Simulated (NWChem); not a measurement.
**Correlation energy of methanol (CH₄O)**

SMILES: CO
```xyz
6

C      0.6125    -0.2314     0.0000
O     -0.6650     0.3583     0.0000
H      0.8066    -0.8558     0.8960
H      1.3548     0.5819     0.0000
H      0.8066    -0.8558    -0.8960
H     -1.3230    -0.3478     0.0000
```
Charge 0, spin multiplicity 1.

Program: NWChem. All single points use one geometry, from B3LYP/def2-SVP, a minimum by its harmonic frequencies.

Basis set: cc-pVTZ. Each correlation energy counts from its own Hartree-Fock reference.

The correlated methods keep 2 core orbitals frozen. No row is a measurement; the coupled-cluster row has its own basis-set and correlation limits.

```tsv
method	correlation energy (mHa)
RI-MP2	-428.5
MP2	-428.6
SCS-MP2	?
CCSD	?
CR-CCSD[T]	?
CR-CCSD(T)	?
```

Task: Complete the blanks.

Result: 
- SCS-MP2, correlation energy (mHa): -429.1
- CCSD, correlation energy (mHa): -447.2
- CR-CCSD[T], correlation energy (mHa): -459.8
- CR-CCSD(T), correlation energy (mHa): -459.4
